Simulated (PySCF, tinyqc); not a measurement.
Worked calculation: CCSD on RHF in the sto-6g basis, frozen core, for CH2, spin multiplicity 1. The lowest restricted solution is unstable here: a spin-polarised one lies 0.0213 hartree lower (PySCF). One step of it, computed by the program tinyqc.

Task: CCSD: starting amplitudes. t_ij^ab = <ij||ab> / (e_i + e_j - e_a - e_b), whose energy is MP2.

orbital energies (hartree): MO1 -11.170039, MO2 -0.761284, MO3 -0.441321, MO4 -0.308210, MO5 0.223162, MO6 0.462585, MO7 0.507967

Two-electron integrals over orbitals (pq|rs), unique and non-zero (hartree); the lowest 1 orbital is frozen and left out:
```
p,q,r,s,(pq|rs)
2,2,2,2,0.529936
3,2,2,2,0.004028
3,2,3,2,0.125564
3,3,2,2,0.481463
3,3,3,2,-0.001593
3,3,3,3,0.487971
4,2,2,2,0.004855
4,2,3,2,0.000632
4,2,3,3,0.022027
4,2,4,2,0.089057
4,3,2,2,0.002146
4,3,3,2,0.034999
4,3,3,3,-0.000397
4,3,4,2,-0.002794
4,3,4,3,0.044709
4,4,2,2,0.492498
4,4,3,2,-0.002461
4,4,3,3,0.440479
4,4,4,2,-0.088266
4,4,4,3,0.003159
4,4,4,4,0.601503
5,2,5,2,0.095286
5,3,5,2,-0.001532
5,3,5,3,0.017573
5,4,5,2,-0.042029
5,4,5,3,0.001074
5,4,5,4,0.047896
5,5,2,2,0.544690
5,5,3,2,-0.001231
5,5,3,3,0.454963
5,5,4,2,-0.064548
5,5,4,3,0.003461
5,5,4,4,0.555484
5,5,5,5,0.673218
6,2,2,2,-0.089399
6,2,3,2,0.004360
6,2,3,3,-0.029082
6,2,4,2,-0.000200
6,2,4,3,-0.006469
6,2,4,4,-0.054182
6,2,5,5,-0.119706
6,2,6,2,0.091344
6,3,2,2,0.016569
6,3,3,2,0.057818
6,3,3,3,0.004173
6,3,4,2,-0.012140
6,3,4,3,0.042147
6,3,4,4,0.018438
6,3,5,5,0.026119
6,3,6,2,-0.019999
6,3,6,3,0.084757
6,4,2,2,-0.047549
6,4,3,2,-0.013073
6,4,3,3,-0.001168
6,4,4,2,0.035429
6,4,4,3,-0.003988
6,4,4,4,-0.082282
6,4,5,5,-0.079063
6,4,6,2,0.051080
6,4,6,3,-0.021834
6,4,6,4,0.059032
6,5,5,2,-0.047655
6,5,5,3,0.004019
6,5,5,4,0.006160
6,5,6,5,0.035835
6,6,2,2,0.506839
6,6,3,2,-0.033450
6,6,3,3,0.483938
6,6,4,2,0.045702
6,6,4,3,-0.018569
6,6,4,4,0.450274
6,6,5,5,0.486013
6,6,6,2,-0.066021
6,6,6,3,-0.021199
6,6,6,4,-0.015916
6,6,6,6,0.552860
7,2,2,2,0.017393
7,2,3,2,0.012772
7,2,3,3,0.004296
7,2,4,2,-0.001788
7,2,4,3,-0.034839
7,2,4,4,0.012460
7,2,5,5,0.023853
7,2,6,2,-0.007560
7,2,6,3,-0.039337
7,2,6,4,-0.011352
7,2,6,6,0.018550
7,2,7,2,0.059772
7,3,2,2,0.071828
7,3,3,2,-0.013071
7,3,3,3,0.022080
7,3,4,2,-0.067978
7,3,4,3,-0.004374
7,3,4,4,0.106809
7,3,5,5,0.134115
7,3,6,2,-0.068465
7,3,6,3,0.008384
7,3,6,4,-0.063512
7,3,6,6,0.017064
7,3,7,2,0.021266
7,3,7,3,0.124986
7,4,2,2,0.004994
7,4,3,2,-0.072637
7,4,3,3,0.001777
7,4,4,2,-0.004521
7,4,4,3,-0.006905
7,4,4,4,0.013245
7,4,5,5,0.011849
7,4,6,2,-0.010822
7,4,6,3,-0.044456
7,4,6,4,0.003246
7,4,6,6,0.022365
7,4,7,2,-0.007311
7,4,7,3,0.019253
7,4,7,4,0.065899
7,5,5,2,0.009332
7,5,5,3,0.017809
7,5,5,4,-0.001566
7,5,6,5,-0.002587
7,5,7,5,0.022953
7,6,2,2,-0.005243
7,6,3,2,-0.091736
7,6,3,3,0.002015
7,6,4,2,-0.010913
7,6,4,3,-0.047830
7,6,4,4,0.009122
7,6,5,5,0.002976
7,6,6,2,0.006025
7,6,6,3,-0.064681
7,6,6,4,0.009897
7,6,6,6,0.025214
7,6,7,2,0.016954
7,6,7,3,0.021565
7,6,7,4,0.050859
7,6,7,6,0.094907
7,7,2,2,0.500998
7,7,3,2,0.035331
7,7,3,3,0.489027
7,7,4,2,-0.014635
7,7,4,3,0.019052
7,7,4,4,0.493988
7,7,5,5,0.507873
7,7,6,2,-0.046839
7,7,6,3,0.037494
7,7,6,4,-0.026913
7,7,6,6,0.481404
7,7,7,2,0.002835
7,7,7,3,0.057974
7,7,7,4,-0.016520
7,7,7,6,-0.029729
7,7,7,7,0.540103
```

Give: Starting amplitudes; correlation energy.

Result:

Starting amplitudes (spin orbitals 1a, 1b, ...; amplitudes related by a flip of all spins are not repeated; the 24 largest):
```
from,to,t
3a 3b,7a 7b,-0.0658
2a 2b,5a 5b,-0.0484
3a 3b,6a 6b,-0.0469
4a 4b,5a 5b,-0.0451
4a 4b,7a 7b,-0.0404
4a 4b,6a 6b,-0.0383
2a 2b,6a 6b,-0.0373
3a 4b,6b 7a,-0.0369
2a 3b,6a 7b,0.0315
2a 4b,5a 5b,0.0277
3a 4b,6a 7b,0.0258
2a 4b,6a 6b,-0.0256
2a 2b,7a 7b,-0.0235
2a 3b,6b 7a,-0.0181
2a 3a,6a 7a,0.0134
3a 3b,5a 5b,-0.0132
3a 4b,6a 6b,0.0130
3a 4a,6a 7a,-0.0111
3a 4b,7a 7b,-0.0109
2a 3b,7a 7b,-0.0096
2a 3b,6a 6b,0.0094
2a 4b,6b 7a,-0.0056
2a 4b,6a 7b,0.0053
3a 3b,6a 7b,-0.0045
```

correlation energy = -0.050023 hartree
